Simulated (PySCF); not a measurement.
# SiHCl: bending curve

These are results of PySCF, PBE0, basis Si def2-TZVP, H def2-TZVP, Cl def2-TZVP (no relativity, density fitting), not measurements.

Rigid scan from the singlet minimum (Si–Cl 2.077 Å, Si–H 1.529 Å; Cl–Si–H 94.7°). Coordinate: the H–Si–Cl angle, bonds fixed. Energies in kJ/mol from the minimum.

Problem. Predict the curve at 80, 90, 100, 110, 120, 130, 140, 150, 160, 170, 180.

Solution. 
```
bond angle (°)  E (kJ/mol)  dipole size (D)
            80        19.3             1.23
            90         1.8             1.05
           100         2.1             0.90
           110        16.9             0.84
           120        43.9             0.89
           130        81.8             1.03
           140       129.5             1.22
           150       186.1             1.41
           160       249.8             1.55
           170       314.5             1.43
           180       350.9             0.70
```

With the bonds held, the linear shape lies 350.9 kJ/mol from the minimum.

Other isomers or separated fragments may lie lower.
